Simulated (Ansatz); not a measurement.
Geometry optimisation, RKS BLYP-D4/def2-SVP in Ansatz.

Input file:

```yaml
crystal:
  periodic: [false, false, false]
  atoms:
    - { symbol: Al, position_ang: [-0.8714, 0.0173, -0.8539] }
    - { symbol: S, position_ang: [1.1318, 1.6658, -0.3739] }
    - { symbol: H, position_ang: [-0.439, -0.8684, -2.0385] }
    - { symbol: H, position_ang: [-2.2778, 0.635, -0.8162] }
    - { symbol: H, position_ang: [0.6797, 0.3592, 0.7713] }
    - { symbol: "N", position_ang: [-0.0863, -0.6812, 1.1225] }
    - { symbol: H, position_ang: [1.8732, 0.8059, -1.071] }
    - { symbol: H, position_ang: [0.5164, -1.484, 1.2549] }
    - { symbol: H, position_ang: [-0.5267, -0.4495, 2.0048] }
basis:
  gaussian: { orbitals: def2-SVP }
hamiltonian:
  xc: blyp
  dispersion: d4
relax:
  f_tol: 0.15
  max_steps: 25
  restrain:
    - { distance: [0, 5], at: 3.22, k: 30.0 }
    - { distance: [4, 1], at: 2.66, k: 30.0 }
    - { distance: [0, 1], at: 2.26, k: 30.0 }
    - { distance: [4, 5], at: 1.02, k: 30.0 }
```

Run as:

```bash
$ ansatz run input.yaml --threads 2 --pin off --max-ram 3072MiB --backend cpu --events-out ev --progress --plain --runs-dir out
```

Where does it end, and by what steps?

The forces met the threshold. The restraints hold the end off the free minimum. After 8 steps the energy has fallen by 0.426 eV (the restraints' own energy left out); H5 moved furthest, 0.65 Å. Parted: Al1–N6. Joined: H5–N6.

```csv
step,energy less start (eV),largest force component (eV/Å),accepted
0,0.0000,2.458,yes
1,-0.1270,4.106,yes
2,-0.2120,2.854,yes
3,-0.1332,1.714,yes
4,-0.2021,1.121,yes
5,-0.4012,0.844,yes
6,-0.4153,0.567,yes
7,-0.4014,0.761,no
8,-0.4256,0.578,yes
```

```xyz
9
Properties=species:S:1:pos:R:3
Al -0.818 0.365 -1.384
S 0.869 1.709 -0.726
H -0.467 -0.873 -2.316
H -2.273 0.891 -1.029
H 0.651 0.007 1.313
N 0.032 -0.798 1.474
H 1.845 0.953 -1.314
H 0.632 -1.623 1.624
H -0.471 -0.630 2.357
```

Whether the end is a true minimum wasn't checked by a vibrational analysis.

Time of the run: 14 s on 2 threads of Intel(R) Xeon(R) Platinum 8259CL CPU @ 2.50GHz (Skylake/Cascade Lake), with other jobs on the host, peak memory 0.14 GiB.
